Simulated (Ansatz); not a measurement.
Born–Oppenheimer molecular dynamics of C$_{3}$H$_{5}$O (9 atoms, charge 1, multiplicity 1). It goes on from the last frame of an earlier run, with new velocities.

Theory: RKS PBE0-D4/def2-SVP in Ansatz.

- ensemble: NVE (velocity Verlet)
- time step: 0.5 fs
- steps asked: 150
- starting velocities drawn for: 1000 K
- seed: 478803

Frames 2.5 fs apart, positions in Å, forces in eV/Å.

Velocities at 0 fs (Å/ps):

```
C 13.52 -12.89 4.56
C 0.15 6.13 -2.90
O -3.50 4.35 2.71
C 1.36 5.41 -0.61
H -48.59 21.56 27.99
H -46.48 -15.28 -49.01
H -26.68 -17.49 -16.99
H 10.43 -34.27 -12.30
H -12.13 -7.54 -5.30
```

```xyz
9
Properties=species:S:1:pos:R:3:forces:R:3 time_fs=0 energy_less_start_eV=0.000 T=1000
C -0.328 1.734 -0.567 0.56 0.84 -1.35
C 0.032 0.464 -0.603 0.08 1.05 1.80
O -0.178 -0.227 0.599 -1.26 0.22 -0.01
C 0.286 -1.344 0.818 0.71 -0.49 0.12
H 0.022 2.400 -1.363 -0.16 -0.28 -0.35
H -0.880 2.276 0.174 -0.54 -0.16 0.99
H 0.721 -0.009 -1.257 0.52 -0.64 -1.03
H 0.065 -1.855 1.766 -0.10 0.17 -0.02
H 0.970 -1.733 0.064 0.19 -0.70 -0.15
9
Properties=species:S:1:pos:R:3:forces:R:3 time_fs=2.5 energy_less_start_eV=0.225 T=752
C -0.295 1.707 -0.558 -2.20 4.51 -0.55
C 0.034 0.479 -0.606 1.91 -2.87 0.63
O -0.189 -0.216 0.606 -0.82 -0.43 0.15
C 0.291 -1.332 0.816 0.52 -1.06 -0.16
H -0.095 2.447 -1.314 0.62 -0.20 -1.10
H -1.008 2.230 0.086 0.29 -0.69 1.06
H 0.665 -0.067 -1.323 -0.20 0.12 0.09
H 0.087 -1.929 1.733 -0.17 0.78 -0.10
H 0.945 -1.769 0.046 0.05 -0.16 -0.02
9
Properties=species:S:1:pos:R:3:forces:R:3 time_fs=5 energy_less_start_eV=0.495 T=455
C -0.273 1.701 -0.553 -3.94 6.10 -0.59
C 0.045 0.480 -0.606 2.31 -4.12 -0.24
O -0.203 -0.207 0.613 -0.07 -1.19 0.05
C 0.299 -1.326 0.814 0.23 -1.08 -0.82
H -0.178 2.479 -1.324 0.81 -0.73 -0.49
H -1.118 2.145 0.060 1.46 -0.89 0.64
H 0.601 -0.119 -1.385 -0.41 0.64 0.92
H 0.099 -1.960 1.696 -0.27 0.84 0.32
H 0.923 -1.813 0.027 -0.13 0.43 0.22
9
Properties=species:S:1:pos:R:3:forces:R:3 time_fs=7.5 energy_less_start_eV=0.368 T=593
C -0.269 1.723 -0.551 -2.95 2.15 -1.15
C 0.066 0.464 -0.607 0.44 -0.39 0.57
O -0.217 -0.202 0.620 0.79 -1.60 -0.46
C 0.307 -1.324 0.808 -0.50 -0.50 -0.77
H -0.213 2.471 -1.364 0.73 -0.64 -0.01
H -1.147 2.012 0.076 1.28 -0.04 0.76
H 0.517 -0.139 -1.401 0.37 0.01 0.27
H 0.095 -1.942 1.679 -0.28 0.50 0.76
H 0.895 -1.835 0.019 0.11 0.51 0.03
9
Properties=species:S:1:pos:R:3:forces:R:3 time_fs=10 energy_less_start_eV=0.383 T=578
C -0.279 1.756 -0.554 -0.81 -2.76 -1.21
C 0.090 0.445 -0.604 -1.38 3.45 1.41
O -0.228 -0.203 0.626 1.49 -1.53 -1.09
C 0.313 -1.325 0.798 -1.40 -0.12 0.44
H -0.206 2.428 -1.407 0.39 0.13 -0.04
H -1.105 1.877 0.138 0.34 1.00 0.98
H 0.455 -0.160 -1.401 0.91 -0.67 -0.54
H 0.076 -1.893 1.703 -0.02 0.31 0.38
H 0.875 -1.829 0.012 0.48 0.17 -0.32
9
Properties=species:S:1:pos:R:3:forces:R:3 time_fs=12.5 energy_less_start_eV=0.487 T=463
C -0.294 1.777 -0.563 -0.01 -4.87 -0.28
C 0.107 0.442 -0.596 -1.65 3.66 0.03
O -0.234 -0.210 0.628 1.71 -1.01 -1.42
C 0.312 -1.327 0.791 -1.54 -0.27 1.26
H -0.176 2.391 -1.452 -0.02 0.51 0.18
H -1.036 1.801 0.252 0.45 1.58 0.05
H 0.440 -0.210 -1.423 0.41 0.28 0.50
H 0.057 -1.826 1.748 0.31 0.08 -0.32
H 0.881 -1.810 -0.011 0.34 0.05 0.00
9
Properties=species:S:1:pos:R:3:forces:R:3 time_fs=15 energy_less_start_eV=0.480 T=471
C -0.309 1.774 -0.574 0.24 -4.24 0.47
C 0.117 0.457 -0.587 -1.54 2.18 -0.97
O -0.234 -0.220 0.624 1.42 -0.13 -1.41
C 0.304 -1.330 0.789 -0.78 -0.41 0.85
H -0.147 2.381 -1.484 -0.33 0.28 0.80
H -0.939 1.816 0.368 0.66 1.62 -1.12
H 0.452 -0.246 -1.418 0.06 1.08 1.08
H 0.054 -1.756 1.778 0.36 -0.44 -0.34
H 0.906 -1.789 -0.032 -0.11 0.06 0.65
9
Properties=species:S:1:pos:R:3:forces:R:3 time_fs=17.5 energy_less_start_eV=0.186 T=795
C -0.324 1.750 -0.582 0.49 -1.58 0.71
C 0.118 0.482 -0.583 -1.44 0.33 -0.31
O -0.228 -0.231 0.615 0.83 0.83 -1.03
C 0.292 -1.335 0.792 0.00 -0.21 0.33
H -0.136 2.388 -1.471 -0.38 0.05 0.79
H -0.807 1.925 0.422 0.24 1.04 -1.30
H 0.470 -0.223 -1.356 0.28 0.63 0.10
H 0.071 -1.712 1.790 0.15 -0.88 0.10
H 0.926 -1.765 -0.017 -0.17 -0.21 0.61
9
Properties=species:S:1:pos:R:3:forces:R:3 time_fs=20 energy_less_start_eV=0.084 T=907
C -0.335 1.719 -0.587 0.16 2.33 0.97
C 0.113 0.510 -0.579 -1.00 -2.09 0.85
O -0.219 -0.239 0.603 0.25 1.35 -0.33
C 0.280 -1.341 0.797 0.32 -0.09 0.71
H -0.146 2.399 -1.415 -0.15 0.08 -0.15
H -0.661 2.095 0.403 -0.43 0.14 -0.70
H 0.506 -0.165 -1.292 0.76 -0.40 -1.32
H 0.098 -1.717 1.805 -0.09 -0.75 0.02
H 0.939 -1.755 0.030 0.18 -0.59 -0.05
9
Properties=species:S:1:pos:R:3:forces:R:3 time_fs=22.5 energy_less_start_eV=0.298 T=671
C -0.347 1.700 -0.587 -0.37 5.77 1.20
C 0.103 0.526 -0.572 0.49 -5.12 0.06
O -0.209 -0.241 0.589 -0.02 1.12 0.40
C 0.270 -1.348 0.805 0.79 -0.39 0.93
H -0.165 2.414 -1.369 0.11 -0.03 -1.06
H -0.540 2.273 0.341 -0.92 -0.78 -0.15
H 0.582 -0.122 -1.294 0.15 0.12 -0.68
H 0.119 -1.765 1.819 -0.34 -0.19 -0.41
H 0.960 -1.778 0.077 0.11 -0.50 -0.28
9
Properties=species:S:1:pos:R:3:forces:R:3 time_fs=25 energy_less_start_eV=0.430 T=526
C -0.359 1.708 -0.582 0.35 5.50 0.46
C 0.095 0.518 -0.566 1.01 -4.16 -1.08
O -0.199 -0.240 0.576 0.07 0.28 0.90
C 0.263 -1.357 0.817 1.43 -0.72 0.13
H -0.178 2.425 -1.380 0.14 -0.62 -0.98
H -0.473 2.408 0.271 -1.20 -1.19 0.42
H 0.664 -0.073 -1.336 -0.78 0.60 0.44
H 0.120 -1.825 1.811 -0.58 0.25 -0.31
H 0.985 -1.829 0.111 -0.45 0.05 0.04
9
Properties=species:S:1:pos:R:3:forces:R:3 time_fs=27.5 energy_less_start_eV=0.338 T=627
C -0.369 1.742 -0.574 1.79 1.72 -0.99
C 0.091 0.491 -0.564 -0.27 0.50 -0.87
O -0.189 -0.238 0.567 0.34 -0.79 1.15
C 0.264 -1.369 0.830 1.28 -0.40 -0.62
H -0.184 2.400 -1.448 0.02 -0.93 -0.25
H -0.477 2.475 0.225 -1.23 -0.82 0.98
H 0.706 0.006 -1.357 -0.74 -0.01 0.39
H 0.088 -1.872 1.787 -0.68 0.39 0.20
H 0.986 -1.877 0.144 -0.50 0.34 0.01
```

Of the whole run (75 fs, mean temperature of the second half 628 K): The conserved energy stayed within 0.27 meV per atom of its start (net change 0.24 meV per atom), so the integration is sound. A run of 0.075 ps of so small a system gives no equilibrium averages.

The run took 3.8 min on 1 thread of AMD EPYC 7B13 (Zen 3) (shared host), peak memory 0.15 GiB.
